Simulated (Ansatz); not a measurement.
**Lattice constant a of some cubic transition metals**

Method: r²SCAN-D4 (plane waves, PAW; Ansatz, an electronic-structure program). References are measured values corrected to a static lattice. The table is a random draw of 10 from 15 solids with such references.

Values in Å.

```json
[
 {"solid": "fcc Ag", "reference": "4.062", "r²SCAN-D4": "4.083", "error (%)": "+0.52"},
 {"solid": "bcc V", "reference": "3.021", "r²SCAN-D4": "2.976", "error (%)": "-1.49"},
 {"solid": "bcc Ta", "reference": "3.299", "r²SCAN-D4": "3.301", "error (%)": "+0.06"},
 {"solid": "bcc Mo", "reference": "3.141", "r²SCAN-D4": "3.144", "error (%)": "+0.10"},
 {"solid": "bcc Nb", "reference": "3.294", "r²SCAN-D4": "3.298", "error (%)": "+0.12"},
 {"solid": "fcc Ni", "reference": "3.508", "r²SCAN-D4": "3.467", "error (%)": "-1.17"},
 {"solid": "fcc Rh", "reference": "3.794", "r²SCAN-D4": "3.788", "error (%)": "-0.16"},
 {"solid": "fcc Ir", "reference": "3.831", "r²SCAN-D4": "3.835", "error (%)": "+0.10"},
 {"solid": "fcc Au", "reference": "4.062", "r²SCAN-D4": "4.109", "error (%)": "+1.16"},
 {"solid": "fcc Pt", "reference": "3.913", "r²SCAN-D4": "3.930", "error (%)": "+0.43"}
]
```

Over these 10 solids the mean error is -0.03 %, the mean absolute error 0.53 % (median 0.30 %), and the worst case bcc V at -1.49 %; the value is above the reference in 7 of 10 cases. Over all 15, from unrounded values, the mean error is +0.14 % and the mean absolute error 0.64 % (median 0.43 %). Caveats on values not shown: the commensurate order stands in for chromium's spin-density wave, and the size of the moments varies much between levels (1).

All these references are brought to a static lattice.

Spin–orbit coupling is left out, also for the solids with elements from indium on (bcc Ta, fcc Ir, fcc Au, fcc Pt); its size isn't shown.

Differences are worked out from the printed values.

Ansatz's density-functional and Hartree–Fock values are scalar-relativistic unless marked +SOC, with PAW data made under PBE.

Ansatz's runs of these crystals have no spin polarisation, but for fcc Ni. Meta-GGAs and exact exchange favour moments, which can bear on bcc V, fcc Ni, fcc Rh, fcc Pt.

Density-functional runs with spin start from parallel moments for fcc Ni.

Not in this set, of the transition metals with a reference value in our tables and a result at some level: 11 for a reference at room or unstated temperature. These can be a level's best or worst cases. Solids without a released value at any level aren't counted. Layered and molecular crystals are counted apart. The metals Ce to Yb are counted apart.

References as tabulated in Mejia-Rodriguez and Trickey (2018), arXiv:1807.09216.
